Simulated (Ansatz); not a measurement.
**Cubic Cu₃N**

Computed with PBEsol in Ansatz (plane waves, PAW).

Numerical settings: plane-wave cutoff 500 eV, 10×10×10 k mesh, Fermi–Dirac smearing 0.05 eV, no spin polarisation, scalar-relativistic PAW data made under PBE.

Cell (relaxed at this level):

Cu3N is modelled in the cubic space group Pm-3m (No. 221), Pearson symbol cP4. Lattice parameters: a = b = c = 3.7652 Å, α = β = γ = 90.00°. Cu on 3d has 2 N at 1.883 Å and 8 Cu at 2.662 Å. N on 1a is coordinated by 6 Cu at 1.883 Å (octahedral). (Neighbours: up to the widest gap in distance over summed covalent radii, below 1.35, at either atom; cation-cation and far metal-metal contacts left out.)

```yaml
equilibrium_volume_per_atom: 13.34 Å³/atom
lattice_parameter_a: 3.765 Å
```

Computed values are for the static lattice.

Ansatz is a program for electronic structure.
